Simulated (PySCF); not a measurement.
C5H7F.
Numbering: `[CH3:1]/[CH:2]=[CH:3]/[CH:4]=[CH:5]/[F:6]` (hydrogens: H7, H8, H9 on C1; H10 on C2; H11 on C3; H12 on C4; H13 on C5)

Computed by this run: PySCF 2.14.0, PBE0-D3(BJ)/def2-SVP geometry optimisation, gas phase; density fitting, grid level 1; the optimiser is geomeTRIC in internal coordinates, started from a GFN2-xTB structure with every atom displaced at random (about 0.01 Å).

Step 0: E = -7999.9768 eV
```
atom  x, y, z in Å  |  force x, y, z in eV/Å
C1     -2.2741    0.2244    0.3893   -0.606   2.220  -0.431
C2     -0.9475    0.5008   -0.1867   -0.727   0.050   0.123
C3      0.1318   -0.1902    0.1173    2.609  -0.413  -0.217
C4      1.4838    0.0708   -0.4566   -3.354   0.413   0.484
C5      2.5290   -0.6318   -0.1377    2.276   0.088  -0.524
F6      3.7308   -0.3534   -0.6768   -0.294  -0.294   0.272
H7     -2.9903    0.0149   -0.4108   -0.318  -0.142  -0.101
H8     -2.2559   -0.5708    1.0841   -0.025  -1.259   1.026
H9     -2.6541    1.1517    0.9130    0.140  -0.725  -0.319
H10    -0.8785    1.3150   -0.8894    0.081   0.505  -0.493
H11     0.0892   -1.0034    0.8447   -0.166  -0.156   0.104
H12     1.5409    0.8806   -1.1570    0.299   0.557  -0.570
H13     2.5534   -1.4346    0.5633    0.085  -0.844   0.647
```

Step 1: E = -8000.1005 eV
```
atom  x, y, z in Å  |  force x, y, z in eV/Å
C1     -2.3066    0.2311    0.3616    0.112  -0.336   0.250
C2     -0.9418    0.5156   -0.1563    0.203   0.180   0.117
C3      0.1901   -0.1195    0.2017   -0.439  -0.350  -0.445
C4      1.4558    0.0703   -0.4712    0.546   0.450   0.690
C5      2.5685   -0.5910   -0.1183   -0.674  -0.616  -0.233
F6      3.7019   -0.4766   -0.7862    0.384   0.240  -0.011
H7     -3.0170    0.0894   -0.4719   -0.001   0.041   0.104
H8     -2.3195   -0.6850    0.9881   -0.024   0.266  -0.165
H9     -2.6718    1.0669    0.9781   -0.158   0.063  -0.004
H10    -0.8598    1.3421   -0.8757   -0.006  -0.114  -0.100
H11     0.1229   -0.9359    0.9350    0.064   0.072  -0.001
H12     1.5441    0.8611   -1.2236   -0.066  -0.145  -0.154
H13     2.5920   -1.3945    0.6352    0.059   0.250  -0.048
```

Step 2: E = -8000.1585 eV
```
atom  x, y, z in Å  |  force x, y, z in eV/Å
C1     -2.2997    0.2465    0.4037    0.014  -0.067  -0.044
C2     -0.9723    0.5069   -0.2226    0.243   0.111   0.040
C3      0.1573   -0.1522    0.0901   -0.020  -0.472   0.022
C4      1.4763    0.0613   -0.4725    0.065   0.376  -0.143
C5      2.5711   -0.6277   -0.1286   -0.268  -0.089   0.245
F6      3.7754   -0.3683   -0.6220   -0.046   0.036  -0.108
H7     -3.0699    0.0801   -0.3666   -0.060   0.005   0.013
H8     -2.2749   -0.6396    1.0578    0.014   0.050  -0.022
H9     -2.6374    1.1047    1.0109    0.001   0.008  -0.043
H10    -0.9215    1.3089   -0.9712   -0.009   0.007   0.028
H11     0.0760   -0.9698    0.8181    0.028   0.020   0.091
H12     1.6000    0.8698   -1.2004    0.016   0.009  -0.050
H13     2.5783   -1.4467    0.5999    0.022   0.006  -0.030
```

Problem. Estimate the geometry and energy of step 3. (The exact step hangs on the optimiser's Hessian estimate; all steps are aligned on step 2, rigid shifts and turns removed.)

Solution. E = -8000.1381 eV, largest force 0.687 eV/Å
```
atom  x, y, z in Å  |  force x, y, z in eV/Å
C1     -2.2901    0.2706    0.3929    0.000   0.013  -0.107
C2     -0.9356    0.4510   -0.2054   -0.367  -0.062   0.199
C3      0.1615   -0.2523    0.1172   -0.110   0.438  -0.307
C4      1.4488    0.0728   -0.4612   -0.095  -0.630   0.256
C5      2.5441   -0.6179   -0.1364    0.209   0.597  -0.186
F6      3.7225   -0.2603   -0.6377    0.269  -0.290   0.031
H7     -3.0567    0.1269   -0.3854   -0.034  -0.019  -0.029
H8     -2.3252   -0.5940    1.0677    0.004  -0.067   0.072
H9     -2.6024    1.1612    0.9676    0.054  -0.011  -0.030
H10    -0.8373    1.2391   -0.9632    0.021   0.040   0.068
H11     0.1044   -1.0684    0.8500    0.021   0.078  -0.029
H12     1.5313    0.8922   -1.1842   -0.003  -0.040   0.099
H13     2.5931   -1.4470    0.5748    0.032  -0.045  -0.038
```

The energy changes by +0.0203 eV. The first-order estimate −F·Δx gives -0.0665 eV and the mean of the old and new forces, exact on a quadratic surface, +0.0221 eV. The step makes an angle of 73° with the force vector and moves no atom by more than 0.121 Å. The energy falls at the start of this step and ends higher, so the step passed the lowest point of its straight line.

The cost below is that of the whole optimisation. The run took 54 s on an Arm Neoverse V1 with one thread, shared host, and the process peaked at 0.48 GiB of memory.
